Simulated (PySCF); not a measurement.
Species: C4H4N2.
SMILES with atom numbers: `[CH2:1]=[N:2][C:3](=[CH2:4])[C:5]#[N:6]` (hydrogens: H7, H8 on C1; H9, H10 on C4)

All values: PBE0/pcSseg-1 and wB97X-D/def2-SVPD (PySCF, non-relativistic), on one gas-phase PBE0-D3(BJ)/def2-SVP geometry that isn't relaxed in the solvent. The solvent is an IEF-PCM continuum (Bondi radii, 1.10 Å for H, scaled by 1.2). The model holds no explicit solvent molecules, cavitation or dispersion.

Gas phase at PBE0/pcSseg-1: HOMO -8.07 eV, LUMO -2.16 eV, dipole 2.23 D.

Q: What does the continuum do to the energy, the frontier levels and the dipole at PBE0/pcSseg-1 in acetonitrile and dimethylsulfoxide?

A: 
| solvent | ε | E(solvent) − E(gas) (kcal/mol) | polarisation term (kcal/mol) | distortion of the solute (kcal/mol) | HOMO (eV) | LUMO (eV) | dipole (D) |
| --- | --- | --- | --- | --- | --- | --- | --- |
| acetonitrile | 35.69 | -6.38 | -7.49 | 1.11 | -7.92 | -1.94 | 2.81 |
| dimethylsulfoxide | 46.83 | -6.45 | -7.58 | 1.13 | -7.92 | -1.94 | 2.81 |

The first energy column is the sum of the next two and covers electrostatics alone. From acetonitrile to dimethylsulfoxide the lowering changes by a factor 1.01, Onsager's factor (ε − 1)/(2ε + 1) by 1.01 and ε itself by 1.3.

Q: Which radius a makes the point-dipole formula ΔE = −[(ε − 1)/(2ε + 1)]·μ²/a³ give the value in dimethylsulfoxide, with the gas-phase dipole?

A: μ = 0.876 au and |ΔE| = 0.01028 Eh give a = 1.75 Å; the farthest nucleus lies 2.87 Å from the centroid of the nuclei, so such a sphere wouldn't even hold the nuclei. The formula assumes a rigid point dipole at the centre of a sphere.

Q: Which Hirshfeld charges (PBE0/pcSseg-1) respond most in acetonitrile (means over atoms taken as equivalent)?

A: 
```json
{"atoms": "N6", "environment": "nitrile nitrogen", "gas (e)": "-0.204", "solvent (e)": "-0.254", "change": "-0.050"}
{"atoms": "N2", "environment": "imine nitrogen", "gas (e)": "-0.137", "solvent (e)": "-0.159", "change": "-0.022"}
{"atoms": "C5", "environment": "nitrile carbon", "gas (e)": "+0.072", "solvent (e)": "+0.088", "change": "+0.016"}
{"atoms": "C4", "environment": "terminal =CH2 carbon", "gas (e)": "-0.052", "solvent (e)": "-0.039", "change": "+0.013"}
{"atoms": "H10", "environment": "vinylic hydrogen", "gas (e)": "+0.068", "solvent (e)": "+0.081", "change": "+0.013"}
{"atoms": "H7", "environment": "hydrogen on a C=N carbon", "gas (e)": "+0.065", "solvent (e)": "+0.075", "change": "+0.010"}
{"atoms": "C1", "environment": "imine carbon", "gas (e)": "+0.023", "solvent (e)": "+0.032", "change": "+0.009"}
{"atoms": "H8", "environment": "hydrogen on a C=N carbon", "gas (e)": "+0.048", "solvent (e)": "+0.056", "change": "+0.008"}
```

Q: Which Mayer bond orders change most in acetonitrile?

A: 
```
  bond  length (Å)    gas  solvent  change
 C5–N6       1.159  2.981    2.994  +0.013
 N2–C3       1.399  1.137    1.126  -0.011
 C1–N2       1.270  1.871    1.860  -0.011
 C3–C5       1.446  0.939    0.949  +0.010
 C3–C4       1.344  1.825    1.817  -0.008
C4–H10       1.090  0.949    0.944  -0.005
 C4–H9       1.092  0.932    0.928  -0.004
 C1–H7       1.098  0.950    0.947  -0.003
```

Q: How do the nuclear quadrupole coupling constants eQVzz/h respond in acetonitrile?

A: 
| nucleus | Q (barn) | gas (MHz) | solvent (MHz) | η gas | η solvent |
| --- | --- | --- | --- | --- | --- |
| 14N at N2 | 0.02044 | -5.44 | -5.23 | 0.29 | 0.25 |
| 14N at N6 | 0.02044 | -4.67 | -4.32 | 0.09 | 0.12 |

Gas phase at wB97X-D/def2-SVPD: HOMO -9.85 eV, LUMO -0.42 eV, dipole 2.33 D.

Q: What does the continuum do to the energy, the frontier levels and the dipole at wB97X-D/def2-SVPD in acetonitrile and dimethylsulfoxide?

A: 
| solvent | ε | E(solvent) − E(gas) (kcal/mol) | polarisation term (kcal/mol) | distortion of the solute (kcal/mol) | HOMO (eV) | LUMO (eV) | dipole (D) |
| --- | --- | --- | --- | --- | --- | --- | --- |
| acetonitrile | 35.69 | -6.51 | -7.74 | 1.23 | -9.71 | -0.20 | 2.93 |
| dimethylsulfoxide | 46.83 | -6.58 | -7.84 | 1.26 | -9.71 | -0.20 | 2.93 |

Q: How does the static polarisability (wB97X-D/def2-SVPD, frozen core, with the continuum's full static response) change?

A: 
```csv
medium,isotropic (au),principal values (au),⟨r²⟩ of the electrons (bohr²)
gas,62.8,"37.5, 65.3, 85.7",541.5
acetonitrile,85.8,"49.7, 86.1, 121.5",541.5
dimethylsulfoxide,86.1,"50.0, 86.4, 122.0",541.5
```

The isotropic value in dimethylsulfoxide is 1.37 times the gas-phase one; no cavity-field correction is applied. ⟨r²⟩ is taken about the centre of nuclear charge.

The run took 9.0 s of wall time on x86-64 server, one thread, on a shared host. This is the whole shielding run at PBE0/pcSseg-1 in dimethylsulfoxide, SCF included.

Conformer computed: `[CH2:1]=[N:2][C:3](=[CH2:4])[C:5]#[N:6]`: C1–N2–C3–C4 180°.

Note: wB97X-D ran without an empirical dispersion term, which enters the total energy and its gradient alone.
